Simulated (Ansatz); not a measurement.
# CCl (doublet): wave-function methods side by side, def2-TZVPP

An exercise on one series of results from a longer session: the logs are not shown, and one member is left open.

Computed with Ansatz 0.2.0, Gaussian basis. Level: def2-TZVPP, core rule «outside noble gas», up to 6 orbitals frozen.

The runs, in order: UHF; ROHF; CCSD(T) on UHF.

## The geometry

The geometry is a PBE0/def2-TZVP stationary point (not a proven minimum) of the parent state, kept for this charge and spin.

2 atoms, charge 0, spin multiplicity 2.

Atoms are counted from 1 here; the program's logs count them from 0.

Bond lengths: C1–Cl2 1.644 Å.

The first run:

in.yaml

```yaml
crystal:
  periodic: [false, false, false]
  atoms:
    - {symbol: C, position_ang: [0.000000, 0.000000, 0.000000]}
    - {symbol: Cl, position_ang: [0.000000, 0.000000, 1.644200]}
basis:
  gaussian: {orbitals: def2-TZVPP}
magnetization: {spin_polarized: true, initial_magnetization: 1}
hamiltonian: {xc: hf}
output: {orbitals: {seedname: orbitals}}
```

Run with:

```console
ansatz run in.yaml --threads 1 --pin off --events-out ev --progress --plain --max-ram 4096MiB --backend cpu
```

Steps of the session up to this table: UHF; ROHF; CCSD(T) on UHF.

One table of the session follows, with a row left open; its other results are not shown here.

It belongs to the step «Misses and costs». 

| method | from UCCSD(T) (kcal/mol) |
| --- | --- |
| ROHF | +216.66 |
| UHF | +213.05 |
| UMP2 | ? |
| UCCSD | +10.08 |
| UCCSD(T) | 0 |

Estimate the missing values for UMP2.

**Answer.** from UCCSD(T) (kcal/mol): +29.74. In the column «from UCCSD(T) (kcal/mol)» it lies between UCCSD (+10.08) and UHF (+213.05).
